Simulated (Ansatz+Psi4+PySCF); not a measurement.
The numbers below are computed, except where a source is named.
## Psi4 1.11 run

```
molecule {
0 3
S 0.000000 0.000000 0.960110
S 0.000000 0.000000 -2.880340
}

set basis cc-pV(T+d)Z
set reference rohf
set scf_type pk
set mp2_type conv
set cc_type conv
set num_frozen_docc 10
energy('mp2')
```

The input is written out from the run's settings. Correlation on restricted open-shell orbitals is semicanonical, with singles.

Results

```yaml
Converged: yes
Reference_energy: -794.73656 hartree
Correlation_energy: -0.62684 hartree
Total_energy: -795.36341 hartree
Spin_squared_of_the_determinant: 2.000
Occupied_orbitals_by_symmetry_in_an_Abelian_subgroup_alpha;_beta: 5 Ag 2 B2g 2 B3g 4 B1u 2 B2u 2 B3u; 5 Ag 1 B2g 1 B3g 4 B1u 2 B2u 2 B3u
```

The reference isn't the lowest determinant (another lies 5.33 eV lower), but the same method gives a higher total on the lower determinant. Caution: bonds are stretched, where a single reference can fail; an unrestricted determinant lies well below.
